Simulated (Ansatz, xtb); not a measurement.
**C3H5NO: 11 structures ranked**

11 gas-phase structures of C3H5NO, from a drawn sample of its isomers (lower ones may exist). Each was relaxed with GFN2-xTB; where two conformers were screened, the lower at r2SCAN-D4/def2-SVP//GFN2-xTB is listed:

A. `C/C=N\C=O`, a singlet
B. `COC1=NC1`, a singlet
C. `[H]/N=C\CC=O`, a singlet
D. `[H]/N=C(/C)C=O`, a singlet
E. `COCC#N`, a singlet
F. `N#CCCO`, a singlet
G. `[H]/N=C\[C@@H]1CO1`, a singlet
H. `C=CC(N)=O`, a singlet
I. `C/C=N/C=O`, a singlet
J. `[H]/N=C/CC=O`, a singlet
K. `[H]/N=C(\C)C=O`, a singlet

**Question.** Make a reasoned guess at their ranking by r2SCAN-D4/def2-SVP//GFN2-xTB single-point energy.

**Answer.** Calculated order at r2SCAN-D4/def2-SVP//GFN2-xTB: H (0.0), I (15.5), A (15.6), K (16.4), F (17.5), D (18.3), J (23.8), C (25.7), E (29.7), G (44.0), B (54.8) kcal/mol. Less than 1 kcal/mol parts I and A; A and K; F and D, so the order within those pairs means little.

Energies above the lowest of each column, in kcal/mol; the last columns are at r2SCAN-D4/def2-SVP geometries and were run for some of them only (a dash: not run or not comparable):

```tsv
structure	GFN2-xTB	HF/STO-3G	r2SCAN-D4/def2-SVP//GFN2-xTB	r2SCAN-D4/def2-SVP	CCSD(T)/def2-SVP + ΔMP2/def2-TZVPP
H	1.0	27.4	0.0	0.0	0.0
I	0.7	32.1	15.5	13.3	12.2
A	0.0	31.5	15.6	14.2	13.8
K	16.3	23.1	16.4	16.0	–
F	10.3	0.3	17.5	17.0	–
D	17.1	22.6	18.3	–	–
J	20.0	30.3	23.8	–	–
C	19.0	31.0	25.7	–	–
E	16.1	0.0	29.7	–	–
G	22.3	36.0	44.0	–	–
B	26.7	44.3	54.8	–	–
```

CCSD(T)/def2-SVP + ΔMP2/def2-TZVPP puts H lowest of those it was run on; GFN2-xTB picks A, HF/STO-3G picks E. Flexible structures stand in one conformer each, not always the lowest. Frequencies (r2SCAN-D4/def2-SVP) were run for A, H, I alone. ΔMP2 is the change of the MP2 energy from the smaller to the larger basis.

Over these structures GFN2-xTB departs from r2SCAN-D4/def2-SVP//GFN2-xTB by 7.8 kcal/mol on average once a common shift is removed. A GFN2-xTB relaxation took about 0.1 s and the r2SCAN-D4/def2-SVP//GFN2-xTB energy about 1.2 s on a shared host (Ansatz 0.2.0, xtb 6.7.1).
